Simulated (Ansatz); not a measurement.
A displaced shape of singlet CH3Cl:

```json
{"atom": "C", "x (Å)": "0.0492", "y (Å)": "-0.0039", "z (Å)": "-1.1115"}
{"atom": "Cl", "x (Å)": "-0.0238", "y (Å)": "0.0320", "z (Å)": "0.6259"}
{"atom": "H", "x (Å)": "0.0162", "y (Å)": "-1.0678", "z (Å)": "-1.5142"}
{"atom": "H", "x (Å)": "-0.8477", "y (Å)": "0.5190", "z (Å)": "-1.4786"}
{"atom": "H", "x (Å)": "0.9417", "y (Å)": "0.5312", "z (Å)": "-1.4586"}
```

It was optimised with HF/def2-SVP in Ansatz (development build ahead of 0.2.0) to forces under 0.001 eV/Å, with restricted orbitals. Each step stands on the lowest determinant of that kind that the program's search found.

(1) What shape does it relax to, and how does the optimisation go?

Answers

(1)

```xyz
5

C     0.0307    0.0017   -1.1363
Cl   -0.0116    0.0069    0.6475
H     0.0317   -1.0276   -1.4799
H    -0.8478    0.5209   -1.5053
H     0.9327    0.5087   -1.4630
```

Bond lengths: C1–Cl2 1.784 Å, C1–H3 1.085 Å, C1–H4 1.085 Å, C1–H5 1.085 Å. Angles: Cl2–C1–H3 108.6°, Cl2–C1–H4 108.6°, Cl2–C1–H5 108.6°, H3–C1–H4 110.3°, H3–C1–H5 110.3°, H4–C1–H5 110.3°.

```
step  E − E(start) (eV)  largest force (eV/Å)
   1             0.0000                1.8896
   2            -0.0805                0.8875
   3            -0.0904                0.2353
   4            -0.0915                0.0261
   5            -0.0915                0.0036
   6            -0.0915                0.0014
   7            -0.0915                0.0000
```

The optimisation ended after 7 steps with its threshold met.
